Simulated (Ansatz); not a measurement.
System: rutile TiO2. Method: revPBE in Ansatz (PAW).

The input as run:

Ansatz 0.2 input:
```yaml
crystal:
  lattice:
    - [4.644138889, 0.0, 0.0]
    - [0.0, 4.644138889, 0.0]
    - [0.0, 0.0, 2.955535558]
  atoms:
    - { symbol: Ti, position: [0.0, 0.0, 0.0] }
    - { symbol: Ti, position: [0.5, 0.5, 0.5] }
    - { symbol: O, position: [0.3057155802, 0.3057155802, 0.0] }
    - { symbol: O, position: [0.8057155802, 0.1942844198, 0.5] }
    - { symbol: O, position: [0.1942844198, 0.8057155802, 0.5] }
    - { symbol: O, position: [0.6942844198, 0.6942844198, 0.0] }
basis:
  ecutwfc: 520
  ecutrho_ratio: 4
  xc_grid: 2
kpoints:
  mp_grid: { grid: [8, 8, 12] }
hamiltonian:
  xc: revpbe
  dispersion: none
  pseudopotentials: { kind: paw }
scf:
  occupations: { method: fermi_dirac, width: 0.01 }
output:
  forces: true
  stress: true
  eigenvalues: true
relax:
  f_tol: 0.004
  escape_saddle: false
  max_steps: 80
  cell: { stress_tol: 0.02, fix: [volume] }
```

The run printed, among other lines:

```
Relaxation: its limit of steps is 80 (relax.max_steps)
Crystal: 6 atoms, lattice volume = 63.745 Å³
Basis set: ecut = 520 eV, 1715 PW (Γ), exchange–correlation on 72×72×48 points (8 copies of the dense FFT grid, shifted against one another)
Bands: 30, of which v1, the nominal top of the filled ones, is band 24 counted from 1 (23 counted from 0)
Symmetry: 16 space group operations
Space group: P42/mnm (ITA 136), of the structure as read, at distance tolerance 4.0e-5 Å
k-points: 105 of 768
Functional: x = revpbe(κ = 1.245, μ = 0.2195149727645171), c = pbe(β = 0.06672455060314922)
SCF iter   1: F=—  HF=-7288.457089 eV  |F-HF|=—  |Δ(HF+E_count)|=         —  Δρ=3.06e-3  dr2=3.52e-3
SCF iter   2: F=—  HF=-7288.458097 eV  |F-HF|=—  |Δ(HF+E_count)|=   1.01e-3  Δρ=1.71e-3  dr2=1.07e-3
  ...
SCF 1 converged in 7 iterations: F = -7288.458904 eV  dr2 = 1.52e-8
Crystal: 6 atoms, lattice volume = 63.745 Å³
Initial density: handed on by an earlier stage of this run
SCF 2 converged in 4 iterations: F = -7288.460030 eV  dr2 = 5.27e-7
Crystal: 6 atoms, lattice volume = 63.745 Å³
Basis set: ecut = 520 eV, 1723 PW (Γ), exchange–correlation on 72×72×48 points (8 copies of the dense FFT grid, shifted against one another)
SCF 3 converged in 5 iterations: F = -7288.461091 eV  dr2 = 2.23e-7
Crystal: 6 atoms, lattice volume = 63.745 Å³
SCF 4 converged in 4 iterations: F = -7288.461097 eV  dr2 = 8.05e-9
Crystal: 6 atoms, lattice volume = 63.745 Å³
SCF 5 converged in 4 iterations: F = -7288.461098 eV  dr2 = 1.24e-9
Crystal: 6 atoms, lattice volume = 63.745 Å³
SCF iter   5: F=—  HF=-7288.461103 eV  |F-HF|=—  |Δ(HF+E_count)|=  2.59e-10  Δρ=2.64e-7  dr2=3.48e-11
SCF iter   6: F=-7288.461103 eV  HF=-7288.461103 eV  |F-HF|=1.82e-12  |Δ(HF+E_count)|=  4.11e-10  Δρ=5.93e-8  dr2=8.55e-13
SCF 6 converged in 6 iterations: F = -7288.461103 eV  dr2 = 8.55e-13
SCF converged after 6 iterations
Free energy (F): -7288.461103 eV
Internal energy: -7288.461103 eV  (E = F + TS)
E sigma→0 (E₀):  -7288.461103 eV
Fermi energy:    9.855811 eV
--- Forces (eV/Å), atoms counted from 1 ---
  atom   1  Ti    -0.00000000    -0.00000000     0.00000000
  atom   2  Ti     0.00000000     0.00000000     0.00000000
  atom   3  O      0.00000072     0.00000072     0.00000000
  atom   4  O      0.00000072    -0.00000072     0.00000000
  atom   5  O     -0.00000072     0.00000072     0.00000000
  atom   6  O     -0.00000072    -0.00000072     0.00000000
--- Stress (GPa, compression-positive) ---
        4.030301      -0.000000       0.000000
       -0.000000       4.030301       0.000000
        0.000000       0.000000       4.032640
  P = ⅓ Tr σ = 4.0311 GPa (40.311 kbar)
```

The cell is one volume of an energy–volume scan, off the minimum.

The PAW data were made under PBE.

Ansatz is a first-principles code.
